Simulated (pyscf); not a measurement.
H₂C=S -> :C=S [singlet] + hydrogen (H₂), a 1,1-elimination (singlet surface; C–H, C–H broken, H–H formed). PySCF, gas phase, ωB97X-D3(BJ)/def2-SVP geometries. Energies in kcal/mol from the reactant's lowest minimum found.

Small-basis levels: PySCF, no dispersion term, spherical d functions. 

### Question
In single points B3LYP/6-31G* puts the saddle at 95.0 kcal/mol and the reaction energy at +49.3 kcal/mol. Should these be trusted to within a few kcal/mol? Compare with ωB97M-D3(BJ)/def2-TZVP.

### Answer
ωB97M-D3(BJ)/def2-TZVP gives ΔE‡ = 90.3 kcal/mol and ΔE = +45.5 kcal/mol. B3LYP/6-31G* lies 4.8 kcal/mol over it in the barrier and 3.8 kcal/mol over it in the reaction energy, so on this step it does not hold to within 3.0 kcal/mol. ωB97M-D3(BJ)/def2-TZVP has limits of its own. One saddle was located; it need not be the lowest between these sides.
